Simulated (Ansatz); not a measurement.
A nudged elastic band was laid between two geometries of CH6Si + H3P (12 atoms, charge 0, multiplicity 1).

The calculation used RKS B3LYP-D4/def2-SVP in Ansatz 0.2.0.

- movable images: 9
- climbing image: yes
- spring: 5.0 eV/Å²
- optimiser: quadratic models (default)
- start path: through a guess of the saddle point
- force threshold: 0.05 eV/Å
- iteration limit: 60
- end points: relaxed

First end point:

```xyz
12
Properties=species:S:1:pos:R:3
Si 0.427 -0.079 0.105
C 0.581 -0.182 1.983
H -0.400 -0.366 2.448
H 1.258 -1.000 2.276
H 0.984 0.757 2.395
H 1.764 0.148 -0.520
H -0.473 1.046 -0.290
H -0.142 -1.345 -0.445
P -3.471 0.686 0.928
H -2.801 -0.565 0.758
H -4.387 0.152 1.889
H -2.557 1.130 1.932
```

Last end point:

```xyz
12
Properties=species:S:1:pos:R:3
Si -0.609 0.069 -0.709
C 0.040 -0.080 3.157
H 0.861 -0.168 3.883
H 0.134 -0.875 2.403
H 0.092 0.902 2.664
H 0.514 0.899 -0.189
H -0.660 0.206 -2.194
H -0.353 -1.361 -0.366
P -2.565 0.889 0.129
H -3.345 -0.186 -0.401
H -2.403 0.265 1.404
H -0.923 -0.177 3.677
```

(1) Which bonds break or form, and what moves?

(2) Give the energies along the band, and the barrier.

(3) What is the geometry of the highest image?

Results:

(1) Bonds broken: Si1–C2, P9–H12. Bonds formed: Si1–P9, C2–H12. CH6Si + H3P becomes CH4 + H5PSi.

(2) The forces met the threshold. The highest image is number 4 of 0 to 10, 3.22 eV above the first end and 3.47 eV above the last; the last end lies 0.25 eV below the first. Beside the main top the profile has a ripple of under 15 meV (maxima at images 4, 8), which may be a very shallow well or noise. A structure lower than the first end lies on the path between it and the top, so the climb from that side starts below the end, which may itself be a saddle point or a shallow side well. Neighbouring images differ by up to 2.9 eV, so the band resolves the path poorly. A vibrational analysis at the climbing image gives one clearly imaginary mode, 1407i cm⁻¹: a first-order saddle point. The orbitals stay closed-shell, which can raise the energy where a bond breaks towards radicals; this wasn't checked here.

```json
{"image": "0", "path coordinate (Å)": "0.00", "energy (eV)": "0.00", "Si1–C2 (Å)": "1.89", "P9–H12 (Å)": "1.43", "Si1–P9 (Å)": "4.06"}
{"image": "1", "path coordinate (Å)": "1.38", "energy (eV)": "-0.01", "Si1–C2 (Å)": "1.89", "P9–H12 (Å)": "1.43", "Si1–P9 (Å)": "4.26"}
{"image": "2", "path coordinate (Å)": "2.76", "energy (eV)": "0.00", "Si1–C2 (Å)": "1.89", "P9–H12 (Å)": "1.43", "Si1–P9 (Å)": "4.20"}
{"image": "3", "path coordinate (Å)": "4.13", "energy (eV)": "0.27", "Si1–C2 (Å)": "1.91", "P9–H12 (Å)": "1.43", "Si1–P9 (Å)": "3.55"}
{"image": "4", "path coordinate (Å)": "5.51", "energy (eV)": "3.22", "Si1–C2 (Å)": "2.22", "P9–H12 (Å)": "1.98", "Si1–P9 (Å)": "2.80"}
{"image": "5", "path coordinate (Å)": "6.72", "energy (eV)": "0.84", "Si1–C2 (Å)": "2.93", "P9–H12 (Å)": "2.23", "Si1–P9 (Å)": "2.37"}
{"image": "6", "path coordinate (Å)": "7.94", "energy (eV)": "-0.15", "Si1–C2 (Å)": "3.60", "P9–H12 (Å)": "2.54", "Si1–P9 (Å)": "2.29"}
{"image": "7", "path coordinate (Å)": "9.15", "energy (eV)": "-0.25", "Si1–C2 (Å)": "4.10", "P9–H12 (Å)": "3.14", "Si1–P9 (Å)": "2.28"}
{"image": "8", "path coordinate (Å)": "10.37", "energy (eV)": "-0.24", "Si1–C2 (Å)": "3.94", "P9–H12 (Å)": "3.49", "Si1–P9 (Å)": "2.28"}
{"image": "9", "path coordinate (Å)": "11.58", "energy (eV)": "-0.25", "Si1–C2 (Å)": "3.85", "P9–H12 (Å)": "3.78", "Si1–P9 (Å)": "2.28"}
{"image": "10", "path coordinate (Å)": "12.80", "energy (eV)": "-0.25", "Si1–C2 (Å)": "3.92", "P9–H12 (Å)": "4.05", "Si1–P9 (Å)": "2.28"}
```

(3) 
```xyz
12
Properties=species:S:1:pos:R:3
Si -0.305 -0.003 0.143
C 0.199 0.133 2.302
H -0.424 0.225 3.209
H 0.712 -0.838 2.313
H 0.908 0.970 2.253
H 1.196 -0.113 0.001
H -0.630 1.203 -0.666
H -0.810 -1.339 -0.253
P -2.865 0.502 1.151
H -3.135 0.204 -0.220
H -3.095 -0.852 1.568
H -0.966 0.290 1.656
```

Run time: 8 min on 2 threads of Arm Neoverse V2, with other jobs on the host, peak memory 0.21 GiB.
